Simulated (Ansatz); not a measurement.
The input, for Ansatz 0.2.0:

```yaml
crystal:
  periodic: [false, false, false]
  atoms:
    - {symbol: Si, position_ang: [-0.418288, 0.000000, 1.025734]}
    - {symbol: Mg, position_ang: [0.478252, 0.000000, -1.285683]}
    - {symbol: H, position_ang: [0.122920, 0.000000, 2.421050]}
basis:
  gaussian: {orbitals: cc-pVDZ}
magnetization: {spin_polarized: false, initial_magnetization: 3}
correlation: {active_space: {window: {electrons: 3, orbitals: 4}, fixed_orbitals: true}}
output: {forces: true}
```

```sh
$ ansatz run in.yaml --threads 1 --pin off --events-out ev --progress --plain --max-ram 2393MiB
```

Problem. Roughly how long does this take on 1 thread of Arm Neoverse V2, shared host, and how much host memory?

Solution. 0.45 s wall and 0.19 GiB.

```
392 factors; integrals over basis functions are off by at most 1.3e-3 eV
mean field evaluation 1: about -13306.9144 eV, gradient 6.5e0 eV
mean field evaluation 2: about -13306.9567 eV, gradient 6.5e0 eV
mean field evaluation 4: about -13307.7713 eV, gradient 9.3e-1 eV
mean field evaluation 8: about -13307.8015 eV, gradient 1.1e-1 eV
mean field evaluation 16: about -13307.8020 eV, gradient 2.1e-6 eV
mean field -13307.80198453 eV, -489.0527025791 hartree, gradient 2.1e-6 eV, S^2 3.750000; 0 other end points of the search recorded, 0 dependent functions left out
reference -13307.80198453 eV, -489.0527025791 hartree; 15, 12 occupied and 26, 29 virtual orbitals, 392 factors
state -13307.80198453 eV, -489.0527025791 hartree
the calculation of the forces begins
Total energy: -13307.80198453 eV, -489.0527025791 hartree
Atom 0 at    -0.418288     0.000000     1.025734 Å, force    -0.018742    -0.000000     0.429385 eV/Å
Atom 1 at     0.478252     0.000000    -1.285683 Å, force     0.113299    -0.000000    -0.454309 eV/Å
Atom 2 at     0.122920     0.000000     2.421050 Å, force    -0.094557     0.000000     0.024924 eV/Å
Dipole moment:     0.219482    -0.000000    -0.371072 e Å
```

Forces (eV/Å):
```
Si  -0.019  0.000  0.429
Mg   0.113  0.000 -0.454
H   -0.095  0.000  0.025
```
